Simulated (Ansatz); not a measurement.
# C3H4N2: the cost of one run

Program: Ansatz 0.2.0. Level of theory: RKS revPBE-D4/def2-SVP. These are calculated values, not measurements.

**1. The starting structure**

Bond lengths: N1–C2 1.229 Å, C2–C3 1.434 Å, C2–C4 1.379 Å, C3–C4 1.415 Å, C4–N5 1.267 Å, N1–H6 1.103 Å, C3–H7 1.054 Å, C3–H8 1.150 Å, N5–H9 1.032 Å. Angles: N1–C2–C3 142.9°, N1–C2–C4 156.5°, C3–C2–C4 60.4°, C2–N1–H6 108.4°, C2–C3–C4 57.9°, C2–C3–H7 120.9°, C2–C3–H8 115.8°, C4–C3–H7 122.6°, C4–C3–H8 112.6°, H7–C3–H8 115.1°, C2–C4–C3 61.8°, C2–C4–N5 149.8°, C3–C4–N5 146.9°, C4–N5–H9 114.9°.

Structure file:

```xyz
9

N    -0.1343    0.3298   -1.8715
C     0.0171   -0.0087   -0.7003
C     0.6196   -1.0095    0.1322
C    -0.0390    0.1214    0.6715
N    -0.5314    0.6730    1.6999
H    -0.7495    1.2456   -1.8923
H     0.2159   -1.9813    0.1874
H     1.7630   -0.9486    0.2399
H    -1.0729    1.5322    1.5160
```

**2. Relaxing end A**

input.yaml reads:

```yaml
crystal:
  periodic: [false, false, false]
  atoms:
    - { symbol: "N", position_ang: [-0.1343, 0.3298, -1.8715] }
    - { symbol: C, position_ang: [0.0171, -0.0087, -0.7003] }
    - { symbol: C, position_ang: [0.6196, -1.0095, 0.1322] }
    - { symbol: C, position_ang: [-0.039, 0.1214, 0.6715] }
    - { symbol: "N", position_ang: [-0.5314, 0.673, 1.6999] }
    - { symbol: H, position_ang: [-0.7495, 1.2456, -1.8923] }
    - { symbol: H, position_ang: [0.2159, -1.9813, 0.1874] }
    - { symbol: H, position_ang: [1.763, -0.9486, 0.2399] }
    - { symbol: H, position_ang: [-1.0729, 1.5322, 1.516] }
basis:
  gaussian: { orbitals: def2-SVP }
hamiltonian:
  xc: revpbe
  dispersion: d4
relax:
  f_tol: 0.015
  max_steps: 40
output:
  orbitals: {}
```

Run with:

```console
> ansatz run input.yaml --threads 1 --pin off --max-ram 2048MiB --backend cpu --events-out ev --progress --plain --runs-dir out
```

What time and memory should one allow on 1 thread of AMD EPYC 7R13 (Zen 3), shared host?

About 15 s, with a peak of 0.18 GiB.
